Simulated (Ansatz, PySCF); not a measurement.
System: dilithium, Li2, charge 0, multiplicity 1. 
Coordinates optimised at B3LYP-D3(BJ)/def2-TZVP (Ansatz, a quantum-chemistry and plane-wave program):
```
Li
Li 1 2.7220
```
Charge 0, spin multiplicity 1.

Property: atomisation energy (electronic, to ground-state atoms), in eV. Cores are frozen in the correlated levels unless marked. UHF or UKS for open shells. Spin-orbit coupling is left out. No relativistic terms. CBS(X,Y): correlation extrapolated as X^-3; Hartree-Fock from the larger set.

```json
[
 {"level": "HF/def2-TZVPPD", "program": "Ansatz", "atomisation energy (eV)": "0.16"},
 {"level": "PBE-D4/def2-TZVPD", "program": "Ansatz + dftd4", "atomisation energy (eV)": "0.86"},
 {"level": "BP86/def2-TZVPD", "program": "PySCF", "atomisation energy (eV)": "0.87"},
 {"level": "M06-L-D4/def2-TZVPD", "program": "PySCF + dftd4", "atomisation energy (eV)": "1.09"},
 {"level": "M06-L/def2-TZVPD", "program": "PySCF", "atomisation energy (eV)": "1.09"},
 {"level": "PBE0/def2-SVP", "program": "Ansatz", "atomisation energy (eV)": "0.84"},
 {"level": "PBE0-D4/def2-TZVP", "program": "Ansatz + dftd4", "atomisation energy (eV)": "0.83"}
]
```

Predict the CCSD(T)/CBS(def2-TZVPPD,def2-QZVPPD) result (Ansatz).

1.06 eV
